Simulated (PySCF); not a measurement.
# How the functional moves excitation energies

Species: formaldoxime, CH₃NO.
Cartesian coordinates in Å at the PBE0-D3(BJ)/def2-SVP level; atoms count from 1:
```xyz
6
CH3NO angstrom
C      0.7262    0.2889   -0.2683
N     -0.5203    0.0614   -0.1972
O     -0.8838   -0.5140    0.9839
H      1.0937    0.7503   -1.1880
H      1.4205    0.0403    0.5471
H     -1.8363   -0.6270    0.8955
```

Linear-response calculations in the def2-SVPD basis (PySCF; singlets by full response, triplets Tamm–Dancoff, core orbitals frozen in the response; HF means time-dependent Hartree–Fock). 'Strongest' is the level of largest summed f among the singlets computed (10 roots, of which the last may lack a degenerate partner); it can jump between rows when another state enters that window. S1 is the lowest singlet of each run and needn't be the same state throughout; f(S1) is that of one state. Isolated species at its PBE0-D3(BJ)/def2-SVP geometry (one conformer only).

```csv
functional,kind,S1 (eV),f(S1),strongest (eV),T1 (eV),HOMO (eV),gap (eV),"ionisation energy, ΔSCF (eV)"
LDA,LDA,5.51,0.001,8.78,4.43,-6.64,5.00,10.75
PBE,GGA,5.60,0.001,8.74,4.25,-6.51,5.11,10.43
B3LYP,"global hybrid, 20% exact exchange",5.75,0.001,6.79,4.23,-7.64,7.02,10.55
PBE0,"global hybrid, 25% exact exchange",5.82,0.001,6.93,4.19,-7.87,7.55,10.50
CAM-B3LYP,range-separated hybrid,5.86,0.001,6.95,4.20,-9.29,10.11,10.60
wB97X-D,range-separated hybrid,5.90,0.001,7.00,4.35,-9.78,11.34,10.53
LC-wPBE,range-separated hybrid,5.99,0.001,7.10,4.13,-10.66,12.76,10.65
HF,Hartree–Fock,6.40,0.001,7.64,3.58,-11.02,13.76,not settled
```

**Question.** What does BHandHLYP (global hybrid, 50% exact exchange) give?

**Answer.** S1 (eV) 6.00, f(S1) 0.001, strongest (eV) 7.24, T1 (eV) 4.11, HOMO (eV) -9.13, gap (eV) 9.93, ionisation energy, ΔSCF (eV) 10.43. S1 runs from 5.51 eV (LDA) to 6.40 eV (HF), a spread of 0.89 eV, while the orbital gap spreads over 8.8 eV. Along PBE (0%), B3LYP (20%), PBE0 (25%), BHandHLYP (50%), HF (100%) S1 rises with the share of exact exchange. −ε(HOMO) comes closest to its own ΔSCF ionisation energy with LC-wPBE (+0.01 eV) and misses most with LDA (-4.11 eV). 'Not settled' means that the ion's SCF failed to converge or may have ended in another state than the lowest.
